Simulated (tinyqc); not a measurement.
Worked calculation: G0W0 on RHF in the sto-3g basis, for HF, spin multiplicity 1. One step of it, computed by the program tinyqc.

Question. G0W0 on Hartree-Fock: LUMO. W(p,q,m) = sqrt2 sum_ia (pq|ia) (X+Y)_ia,m; Sigma_c(x) = sum_(i,m) W^2/(x - e_i + w_m) + sum_(a,m) W^2/(x - e_a - w_m); solve x = e_p + Sigma_c(x) by Newton steps; Z = 1/(1 - dSigma/dx); 1 hartree = 27.211386 eV.

orbital energies (hartree): MO1 -25.909339, MO2 -1.444521, MO3 -0.554033, MO4 -0.462189, MO5 -0.462189, MO6 0.529554

Two-electron integrals over orbitals (pq|rs), unique and non-zero (hartree):
```
p,q,r,s,(pq|rs)
1,1,1,1,5.363132
2,1,1,1,-0.510378
2,1,2,1,0.076720
2,2,1,1,1.209919
2,2,2,1,-0.020803
2,2,2,2,0.859301
3,1,1,1,0.143513
3,1,2,1,-0.020146
3,1,2,2,0.011099
3,1,3,1,0.021173
3,2,1,1,-0.141334
3,2,2,1,0.007587
3,2,2,2,-0.030744
3,2,3,1,0.020857
3,2,3,2,0.152846
3,3,1,1,0.967547
3,3,2,1,-0.010133
3,3,2,2,0.738320
3,3,3,1,-0.004332
3,3,3,2,-0.037256
3,3,3,3,0.738088
4,1,4,1,0.029581
4,2,4,1,0.039410
4,2,4,2,0.183610
4,3,4,1,-0.010161
4,3,4,2,-0.038769
4,3,4,3,0.043856
4,4,1,1,1.264013
4,4,2,1,-0.014644
4,4,2,2,0.883212
4,4,3,1,0.004187
4,4,3,2,-0.076300
4,4,3,3,0.732286
4,4,4,4,0.997514
5,1,5,1,0.029581
5,2,5,1,0.039410
5,2,5,2,0.183610
5,3,5,1,-0.010161
5,3,5,2,-0.038769
5,3,5,3,0.043856
5,4,5,4,0.053770
5,5,1,1,1.264013
5,5,2,1,-0.014644
5,5,2,2,0.883212
5,5,3,1,0.004187
5,5,3,2,-0.076300
5,5,3,3,0.732286
5,5,4,4,0.889973
5,5,5,5,0.997514
6,1,1,1,0.149264
6,1,2,1,-0.024121
6,1,2,2,0.001239
6,1,3,1,-0.009759
6,1,3,2,-0.024681
6,1,3,3,0.010248
6,1,4,4,0.004158
6,1,5,5,0.004158
6,1,6,1,0.023914
6,2,1,1,-0.218181
6,2,2,1,0.005054
6,2,2,2,-0.117503
6,2,3,1,-0.020140
6,2,3,2,-0.055844
6,2,3,3,-0.031583
6,2,4,4,-0.115357
6,2,5,5,-0.115357
6,2,6,1,0.016830
6,2,6,2,0.094645
6,3,1,1,-0.376461
6,3,2,1,0.006494
6,3,2,2,-0.186994
6,3,3,1,0.002006
6,3,3,2,0.093219
6,3,3,3,-0.114686
6,3,4,4,-0.211094
6,3,5,5,-0.211094
6,3,6,1,-0.006074
6,3,6,2,0.051754
6,3,6,3,0.193100
6,4,4,1,-0.009637
6,4,4,2,-0.038520
6,4,4,3,-0.017197
6,4,6,4,0.030800
6,5,5,1,-0.009637
6,5,5,2,-0.038520
6,5,5,3,-0.017197
6,5,6,5,0.030800
6,6,1,1,0.874477
6,6,2,1,-0.009084
6,6,2,2,0.669624
6,6,3,1,0.014211
6,6,3,2,0.063842
6,6,3,3,0.666495
6,6,4,4,0.644596
6,6,5,5,0.644596
6,6,6,1,-0.009126
6,6,6,2,-0.063821
6,6,6,3,-0.017738
6,6,6,6,0.705067
```

excitation energies w (hartree): 1.051540  1.051540  1.405956  2.162954  26.486685

X + Y:
```
,1,2,3,4,5
1>6,0.000000,0.000000,0.001141,-0.002351,0.999097
2>6,0.000000,0.000000,-0.133688,0.949241,0.000190
3>6,0.000000,0.000000,0.872297,0.079855,-0.000038
4>6,-0.000654,0.971150,0.000000,0.000000,0.000000
5>6,0.971150,0.000654,0.000000,0.000000,0.000000
```

Give: The 12 largest terms at x = e_p; Newton steps; quasiparticle energy of the LUMO; Hartree-Fock value.

Answer.

The 12 largest terms at x = e_p (hartree; W for the signs of X + Y given):
```
q,m,W,term
3,3,0.2284,0.0210
2,4,0.1328,0.0043
6,4,-0.0876,-0.0036
3,4,0.0913,0.0026
5,1,0.0423,0.0009
4,2,0.0423,0.0009
2,3,0.0460,0.0006
6,3,-0.0098,-6.87e-05
1,5,0.0338,2.16e-05
2,5,0.0238,1.99e-05
1,4,0.0218,1.67e-05
6,5,-0.0129,-6.29e-06
```

Newton steps (hartree):
```
step,x,Sigma_c(x),Z
0,0.5296,0.0266,0.9872
1,0.5558,0.0263,0.9874
2,0.5558,0.0263,0.9874
```

quasiparticle energy of the LUMO = 15.1247 eV

Hartree-Fock value = 14.4099 eV
